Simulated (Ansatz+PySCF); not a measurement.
Two shapes of doublet H2O(+).

Shape 1:

```xyz
3

O     0.0000    0.3662    0.0000
H     0.0000   -0.1831   -0.7846
H     0.0000   -0.1831    0.7846
```

Shape 2:

```xyz
3

O     0.0000    0.3930    0.0000
H     0.0000   -0.1965   -0.8420
H     0.0000   -0.1965    0.8420
```

Basis set: cc-pVTZ (spherical functions). Left uncorrelated: 1 orbital. Correlation on ROHF uses semicanonical orbitals with singles. Charge 1, multiplicity 2.

Computed with Ansatz (development build ahead of 0.2.0); each method stands on the lowest determinant of its kind that the runs found.

(1) Which shape is lower in energy, and by how much in each method?

Answers

(1)

```
      method  E(2) − E(1) (eV)
        ROHF             0.070
         UHF             0.065
    ROHF-MP2            -0.040
     UHF-MP2            -0.040
ROHF-CCSD(T)            -0.055
```

The methods disagree on the order.
